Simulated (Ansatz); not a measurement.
# AlH6NO: the cost of one run

Method: RKS B3LYP-D4/def2-SVP, in Ansatz 0.2.0.

## (1) The structure to begin with

Bond lengths: Al1–N3 1.920 Å, N3–H4 1.060 Å, N3–H5 1.060 Å, Al1–H6 1.560 Å, Al1–O7 2.080 Å, O7–H8 1.010 Å. Angles: Al1–N3–H4 120.0°, Al1–N3–H5 120.0°, H4–N3–H5 120.0°, N3–Al1–H6 120.0°, N3–Al1–O7 96.8°, H6–Al1–O7 101.3°, Al1–O7–H8 109.5°.

Coordinates:

```xyz
9

Al    0.0000    0.0000    0.0000
H     0.0000    0.0000    1.9100
N     1.6627    0.0000   -0.9600
H     2.1293   -0.9179   -1.2118
H     2.1141    0.9179   -1.2382
H    -1.3510    0.0000   -0.7800
O     0.0932    1.9717    0.6559
H     0.4919    2.0000    1.5834
H     0.0471    0.9963    1.8084
```

## (2) Pulling towards end A

Springs on the bonds that form and break draw the guess towards this end; the thresholds are loose.

Input file input.yaml:

```yaml
crystal:
  periodic: [false, false, false]
  atoms:
    - { symbol: Al, position_ang: [0.0, 0.0, 0.0] }
    - { symbol: H, position_ang: [0.0, 0.0, 1.91] }
    - { symbol: "N", position_ang: [1.6627, 0.0, -0.96] }
    - { symbol: H, position_ang: [2.1293, -0.9179, -1.2118] }
    - { symbol: H, position_ang: [2.1141, 0.9179, -1.2382] }
    - { symbol: H, position_ang: [-1.351, 0.0, -0.78] }
    - { symbol: O, position_ang: [0.0932, 1.9717, 0.6559] }
    - { symbol: H, position_ang: [0.4919, 2.0, 1.5834] }
    - { symbol: H, position_ang: [0.0471, 0.9963, 1.8084] }
basis:
  gaussian: { orbitals: def2-SVP }
hamiltonian:
  xc: b3lyp
  dispersion: d4
relax:
  f_tol: 0.15
  max_steps: 25
  restrain:
    - { distance: [0, 6], at: 2.98, k: 30.0 }
    - { distance: [8, 1], at: 1.86, k: 30.0 }
    - { distance: [0, 1], at: 1.56, k: 30.0 }
    - { distance: [8, 6], at: 1.01, k: 30.0 }
```

Started as:

```sh
ansatz run input.yaml --threads 1 --pin off --max-ram 2048MiB --backend cpu --events-out ev --progress --plain --runs-dir out
```

**Question.** How long does this run take on 1 thread of Arm Neoverse V1, shared host, and how much memory does it need?

About 40 s, with a peak of 0.16 GiB.
